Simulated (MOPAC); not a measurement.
A run for MOPAC: PM6 on C2H4 (SMILES C=C).

```
PM6 1SCF PRECISE CHARGE=0 THREADS=1
C2H4

C     -1.85776800 1     0.47280300 1    -0.47242500 1
C     -1.85776800 1    -0.47280300 1     0.47242500 1
H     -2.78381800 1     0.87170900 1    -0.87155600 1
H     -0.93377200 1     0.87468800 1    -0.87406300 1
H     -0.93377200 1    -0.87468800 1     0.87406300 1
H     -2.78381800 1    -0.87170900 1     0.87155600 1
```

Program output:

```
*******************************************************************************
 **                                                                           **
 **                              MOPAC v23.2.5                                **
 **                                                                           **
 *******************************************************************************
 ** MOPAC's Digital Object Identifier: https://doi.org/10.5281/zenodo.6511958 **
 **                                                                           **
 ** Please cite the open-source release paper for use of this MOPAC version:  **
 ** J. E. Moussa and J. J. P. Stewart (2026)                                  **
 ** MOPAC: An open-source semiempirical molecular orbital program             **
 ** J. Open Source Softw., 11(119), 8025, https://doi.org/10.21105/joss.08025 **
 *******************************************************************************

                              PM6 CALCULATION RESULTS

 *******************************************************************************
 *  PM6        - The PM6 Hamiltonian to be used
 *
 *
 *
 *                 CHARGE ON SYSTEM = 0
 *
 *
 *
 *  PRECISE    - TIGHTER CRITERIA TO BE USED
 *  1SCF       - DO 1 SCF AND THEN STOP
 *  THREADS=1  - MULTI-THREADING NOT USED
 *  T=         - A TIME OF 172800.0 SECONDS REQUESTED
 *  DUMP=N     - RESTART FILE WRITTEN EVERY 7200.0 SECONDS REQUESTED
 *******************************************************************************
PM6 1SCF PRECISE CHARGE=0 THREADS=1
 C2H4

   ATOM   CHEMICAL          X               Y               Z
  NUMBER   SYMBOL      (ANGSTROMS)     (ANGSTROMS)     (ANGSTROMS)

     1       C         -1.85776800  *   0.47280300  *  -0.47242500  *
     2       C         -1.85776800  *  -0.47280300  *   0.47242500  *
     3       H         -2.78381800  *   0.87170900  *  -0.87155600  *
     4       H         -0.93377200  *   0.87468800  *  -0.87406300  *
     5       H         -0.93377200  *  -0.87468800  *   0.87406300  *
     6       H         -2.78381800  *  -0.87170900  *   0.87155600  *



          CARTESIAN COORDINATES

    NO.       ATOM           X           Y           Z

     1         C         -1.8578      0.4728     -0.4724
     2         C         -1.8578     -0.4728      0.4724
     3         H         -2.7838      0.8717     -0.8716
     4         H         -0.9338      0.8747     -0.8741
     5         H         -0.9338     -0.8747      0.8741
     6         H         -2.7838     -0.8717      0.8716

 General Reference for PM6:
 "Optimization of Parameters for Semiempirical Methods V: Modification of NDDO Approximations
 and Application to 70 Elements", J. J. P. Stewart, J. Mol. Mod., 13, 1173-1213 (2007)
 URL: https://link.springer.com/article/10.1007/s00894-007-0233-4

           Empirical Formula: C2 H4  =     6 atoms



      MOLECULAR POINT GROUP   :   D2h


      RHF CALCULATION, NO. OF DOUBLY OCCUPIED LEVELS = 6


 -------------------------------------------------------------------------------
 PM6 1SCF PRECISE CHARGE=0 THREADS=1
 C2H4



     1SCF WAS SPECIFIED, SO BFGS WAS NOT USED
     SCF FIELD WAS ACHIEVED


                              PM6 CALCULATION
                                                       MOPAC v23.2.5 Linux




          FINAL HEAT OF FORMATION =         16.16546 KCAL/MOL =      67.63627 KJ/MOL


          COSMO AREA              =         71.43 SQUARE ANGSTROMS
          COSMO VOLUME            =         53.19 CUBIC ANGSTROMS

          IONIZATION POTENTIAL    =         10.615797 EV
          HOMO LUMO ENERGIES (EV) =        -10.616  1.121
          NO. OF FILLED LEVELS    =          6
          MOLECULAR WEIGHT        =         28.0536         POINT GROUP:  D2h

          MOLECULAR DIMENSIONS (Angstroms)

            Atom       Atom       Distance
            H     5    H     3     3.08541
            H     6    H     4     2.96115
            H     6    H     3     0.00033


          SCF CALCULATIONS        =          1





   ATOM   CHEMICAL          X               Y               Z
  NUMBER   SYMBOL      (ANGSTROMS)     (ANGSTROMS)     (ANGSTROMS)

     1       C         -1.85776800  *   0.47280300  *  -0.47242500  *
     2       C         -1.85776800  *  -0.47280300  *   0.47242500  *
     3       H         -2.78381800  *   0.87170900  *  -0.87155600  *
     4       H         -0.93377200  *   0.87468800  *  -0.87406300  *
     5       H         -0.93377200  *  -0.87468800  *   0.87406300  *
     6       H         -2.78381800  *  -0.87170900  *   0.87155600  *

                             CARTESIAN COORDINATES

   1    C       -1.857768000     0.472803000    -0.472425000
   2    C       -1.857768000    -0.472803000     0.472425000
   3    H       -2.783818000     0.871709000    -0.871556000
   4    H       -0.933772000     0.874688000    -0.874063000
   5    H       -0.933772000    -0.874688000     0.874063000
   6    H       -2.783818000    -0.871709000     0.871556000


           Empirical Formula: C2 H4  =     6 atoms



      MOLECULAR POINT GROUP   :   D2h


                  EIGENVALUES
 -26.79834 -20.38338 -16.16487 -14.23243 -12.17356 -10.61580   1.12055   5.54643
   5.62497   6.29015   6.39849   6.53124


              NET ATOMIC CHARGES AND DIPOLE CONTRIBUTIONS

  ATOM NO.   TYPE          CHARGE      No. of ELECS.   s-Pop       p-Pop
    1          C          -0.289130        4.2891     1.12241     3.16672
    2          C          -0.289130        4.2891     1.12241     3.16672
    3          H           0.144465        0.8555     0.85553
    4          H           0.144665        0.8553     0.85534
    5          H           0.144665        0.8553     0.85534
    6          H           0.144465        0.8555     0.85553
 DIPOLE           X         Y         Z       TOTAL
 POINT-CHG.    -0.001    -0.000     0.000     0.001
 HYBRID        -0.001     0.000    -0.000     0.001
 SUM           -0.002    -0.000     0.000     0.002


          ATOMIC ORBITAL ELECTRON POPULATIONS

     Atom    s        px        py        pz
    1  C   1.12241   1.13057   1.01807   1.01808
    2  C   1.12241   1.13057   1.01807   1.01808
    3  H   0.85553
    4  H   0.85534
    5  H   0.85534
    6  H   0.85553

 **********************
 *                    *
 * JOB ENDED NORMALLY *
 *                    *
 **********************




 == MOPAC DONE ==
```

The run finished.

Cost: around 0.03 core-seconds (rough).
